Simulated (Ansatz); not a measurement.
## Where CCSD(T) holds and where it slips

Each species is computed at the geometry given (Å), with frozen cores, in Ansatz 0.2.0: RHF-CCSD(T) for singlets, UHF-CCSD(T) otherwise, and full CI in the same basis. The program picks the determinant by trial CCSD, so it needn't be the lowest Hartree–Fock solution. States: H2Si–B quartet A2, AsH2⁺ singlet A1, SiP⁺ singlet Σ⁺ or Δ. Cases whose determinant has another symmetry than full CI's state, or whose (Q) step broke down, weren't drawn. No relativity is included.

Task: Judging by size, spin and bonding, rank them by the size of CCSD(T)'s error in total energy against full CI in the same basis, smallest first (an estimate).
A. SiP⁺, singlet, cc-pVDZ: Si 0.000 0.000 0.000; P 0.000 0.000 1.770
B. H2Si–B, quartet, 6-31G: Si 0.000 0.000 0.873; B 0.000 0.000 -2.592; H 0.000 1.213 1.736; H 0.000 -1.213 1.736
C. AsH2⁺, singlet, cc-pVTZ: As 0.000 -0.028 0.000; H 0.000 1.045 -1.091; H 0.000 1.045 1.091

Result: B (14.1 meV), C (21.4 meV), A (71.7 meV).

```
        species    basis  correlated electrons  CCSD(T) − full CI (meV)  CCSDT(Q) − full CI (meV)  unpaired electrons (full CI)     T1  ⟨S²⟩ of the determinant
H2Si–B, quartet    6-31G                     9                     14.1                       0.0                          3.09  0.016                     3.78
 AsH2⁺, singlet  cc-pVTZ                     6                     21.4                       0.7                          0.07  0.012                     0.00
  SiP⁺, singlet  cc-pVDZ                     8                     71.7                      -3.1                          0.43  0.030                     0.00
```

Unpaired electrons are Σ n²(2−n)² over natural occupations; an open shell counts its own unpaired electrons too. Frozen cores follow each run's orbitals, which moves totals by a few meV.
